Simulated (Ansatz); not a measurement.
# CH6Si: the cost of one run

Method: RKS r2SCAN-D4/6-31G*, in Ansatz 0.2.0.

## (1) The structure to begin with

Bond lengths: Si1–H2 1.460 Å, Si1–H3 1.460 Å, Si1–C4 1.869 Å, C4–H5 1.110 Å, C4–H6 1.110 Å, C4–H7 1.110 Å, Si1–H8 1.459 Å. Angles: H2–Si1–H3 109.5°, H2–Si1–C4 109.5°, H2–Si1–H8 109.5°, H3–Si1–C4 109.5°, H3–Si1–H8 109.5°, C4–Si1–H8 109.5°, Si1–C4–H5 109.5°, Si1–C4–H6 109.5°, Si1–C4–H7 109.5°, H5–C4–H6 109.4°, H5–C4–H7 109.4°, H6–C4–H7 109.4°.

As a file:

```xyz
8

Si    0.0000    0.0000    0.0000
H     0.0000    0.0000    1.4600
H     1.3768    0.0000   -0.4862
C    -0.8808    1.5259   -0.6227
H    -1.9334    1.2723   -0.8671
H    -0.8624    2.3106    0.1622
H    -0.3704    1.9025   -1.5336
H    -0.6877   -1.1914   -0.4862
```

## (2) Preparing the start

input.yaml

```yaml
crystal:
  periodic: [false, false, false]
  atoms:
    - { symbol: Si, position_ang: [0.0, 0.0, 0.0] }
    - { symbol: H, position_ang: [0.0, 0.0, 1.46] }
    - { symbol: H, position_ang: [1.3768, 0.0, -0.4862] }
    - { symbol: C, position_ang: [-0.8808, 1.5259, -0.6227] }
    - { symbol: H, position_ang: [-1.9334, 1.2723, -0.8671] }
    - { symbol: H, position_ang: [-0.8624, 2.3106, 0.1622] }
    - { symbol: H, position_ang: [-0.3704, 1.9025, -1.5336] }
    - { symbol: H, position_ang: [-0.6877, -1.1914, -0.4862] }
basis:
  gaussian: { orbitals: "6-31G*" }
hamiltonian:
  xc: r2scan
  dispersion: d4
relax:
  f_tol: 0.02
  max_steps: 40
```

The run is started by

```
$ ansatz run input.yaml --threads 1 --pin off --max-ram 2048MiB --backend cpu --events-out ev --progress --plain --runs-dir out
```

Q: Estimate wall time and peak memory on 1 thread of Arm Neoverse V2, shared host.

About 17 s, with a peak of 0.12 GiB.
